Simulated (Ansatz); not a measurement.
**Osmium, hcp: convergence with the plane-wave cutoff**

Computed with Ansatz, r²SCAN, scalar-relativistic PAW, on the relaxed cell (a = 2.739 Å, c = 4.314 Å (c/a = 1.575); spin not included). Errors count from a run at 500 eV on a Γ-centred 22×22×12 mesh with Fermi-Dirac smearing of 0.1 eV, extrapolated to zero width. Fixed here: mesh 13×13×7, Fermi-Dirac width 0.1 eV. The pressure holds a Pulay correction and is unreliable far below the recommended cutoff. The SCF starts from atomic densities corrected by a trained network.

```json
{"cutoff (eV)": "150", "E(σ→0) error (meV/atom)": "32518.4", "P (GPa)": "-99.01", "SCF iterations": "7"}
{"cutoff (eV)": "200", "E(σ→0) error (meV/atom)": "7673.8", "P (GPa)": "-19.35", "SCF iterations": "7"}
{"cutoff (eV)": "250", "E(σ→0) error (meV/atom)": "1226.4", "P (GPa)": "6.19", "SCF iterations": "6"}
{"cutoff (eV)": "300", "E(σ→0) error (meV/atom)": "149.2", "P (GPa)": "-1.52", "SCF iterations": "6"}
{"cutoff (eV)": "350", "E(σ→0) error (meV/atom)": "17.2", "P (GPa)": "-0.18", "SCF iterations": "7"}
{"cutoff (eV)": "420", "E(σ→0) error (meV/atom)": "4.4", "P (GPa)": "-0.01", "SCF iterations": "7"}
{"cutoff (eV)": "500", "E(σ→0) error (meV/atom)": "1.1", "P (GPa)": "-0.02", "SCF iterations": "7"}
{"cutoff (eV)": "600", "E(σ→0) error (meV/atom)": "-0.5", "P (GPa)": "0.00", "SCF iterations": "6"}
{"cutoff (eV)": "800", "E(σ→0) error (meV/atom)": "-2.2", "P (GPa)": "-0.01", "SCF iterations": "6"}
```

Within 5 meV/atom of the last row: from 500 eV on.
